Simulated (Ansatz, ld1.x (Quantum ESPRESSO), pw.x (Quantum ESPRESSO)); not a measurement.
**aluminium: does the TM potential hold in the solid?**

aluminium, norm-conserving Troullier–Martins (Kleinman–Bylander form), made with ld1.x (Quantum ESPRESSO) 7.5 (PBE, scalar-relativistic). Core [Ne], reference 3s1.75 3p1.25. Waves: 3s (bound): rc 1.70 bohr; 3p (bound): rc 1.85 bohr; 3d channel at 0.05 Ry: rc 1.95 bohr. Local part: all-electron potential smoothed inside 1.80 bohr (lloc = -1). Core correction: Bessel-smoothed model core, default radius (core density twice the valence density).

Crystal test: fcc Al in pw.x 7.5, no spin, 14³ k-points, Fermi–Dirac smearing 0.01 Ry, cutoffs 50/200 Ry. The reference is all-electron LAPW (Ansatz 0.2.0) with the same functional, mesh and smearing; V0 and B0 come from Birch–Murnaghan fits to the pressures at five volumes. Errors are pseudo minus all-electron; Δ is the rms difference of the E(V) curves that follow from these fits, minima aligned, over ±6 % about the mean V0. Mesh and smearing are coarse, so the numbers serve the comparison and aren't converged zero-temperature values; the lattice is a test structure that the element need not adopt.

| V (Å³/atom) | P all-electron (GPa) | P pseudo (GPa) |
| --- | --- | --- |
| 15.701 | 4.22 | 3.35 |
| 16.114 | 1.87 | 1.07 |
| 16.527 | -0.17 | -0.90 |
| 16.940 | -1.94 | -2.61 |
| 17.353 | -3.46 | -4.09 |

All-electron: a0 = 4.040 Å (V0 = 16.49 Å³/atom), B0 = 76.6 GPa.

Pseudopotential: mean pressure error (GPa): -0.74; a0 (Å): 4.027; a0 error (%): -0.32; B0 error (%): +1.4; Δ (meV/atom): 2.7.

Question: At the middle volume, how do free energy and pressure move when the wave cutoff is lowered (ecutrho kept at four times it)?

Answer:

```tsv
cutoff (Ry)	shift of F (meV/atom)	shift of P (GPa)
22	+38.9	-0.66
30	+7.0	-0.29
40	+1.8	+0.08
```

The run at the middle volume (104 k-points, 5 iterations) took about 4.3 s on one core of a shared host (Neoverse-V1, 32 threads, 247 GiB, load 21).
